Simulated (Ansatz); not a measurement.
# Relative stability

The two ends of one reaction step of C2H7Al, singlet (PBE0-D4/def2-TZVP).

A:

```xyz
10
angstrom
Al -1.6326 0.1414 0.4205
C 0.3146 0.3492 0.4344
C 1.0950 -0.3734 -0.6621
H 0.9334 -1.4542 -0.6272
H -2.3546 -0.7370 -0.6941
H -2.5128 0.8592 1.5357
H 0.5255 1.4275 0.4073
H 0.6686 0.0364 1.4266
H 2.1734 -0.2051 -0.5823
H 0.7895 -0.0439 -1.6588
```

B:

```xyz
10
angstrom
Al -1.2420 -0.6249 0.1033
C 0.6190 1.0364 0.0934
C 1.1797 -0.1328 -0.2384
H -0.9678 -1.7445 -0.9993
H -2.1119 0.6419 -0.3246
H -1.1472 -1.0154 1.6442
H 0.3464 1.7687 -0.6570
H 0.4531 1.3109 1.1305
H 1.4880 -0.8477 0.5181
H 1.3828 -0.3926 -1.2703
```

Ansatz 0.2.0; basis: def2-TZVPP; cores frozen in the correlated methods. B3LYP uses VWN-RPA correlation.

(1) Which structure is lower at CCSD(T), and by how much? (Judge from chemistry; the value comes from the calculation.)

T1 diagnostic: at most 0.011.

## Answers

(1) By the calculation: A, by 19.98 kcal/mol (electronic energy, against the other). By their contacts, A is C₂H₇Al ([CH3][CH2][AlH2]) and B is a complex of C₂H₄ (C=C) + AlH₃.

All methods give the same order:

```csv
method,E(B) − E(A) (kcal/mol)
SPW92,22.21
PBE-D4,20.02
BLYP-D4,17.39
r2SCAN-D4,20.10
B97M-V,18.97
PBE0-D4,22.03
B3LYP-D4,19.39
r2SCAN0-D4,21.76
BHLYP-D4,20.93
CAM-B3LYP-D4,21.15
wB97X-V,21.87
wB97M-V,20.40
B2PLYP,20.70
PBE-QIDH,23.35
RPA on PBE,19.95
HF,19.37
MP2,22.26
CCSD,20.77
CCSD(T),19.98
```

Labels in which every atom is bracketed show which atoms are joined, not bond orders.

For scale, one of the runs: CCSD(T)/def2-TZVPP, 202 basis functions, launched by `ansatz run in.yaml --threads 2 --pin off --events-out ev --progress --plain --max-ram 4352MiB`. Hardware: 2 CPU threads of an AMD EPYC 7R13, shared host. Wall time 36 s; peak host memory 2.5 GiB.
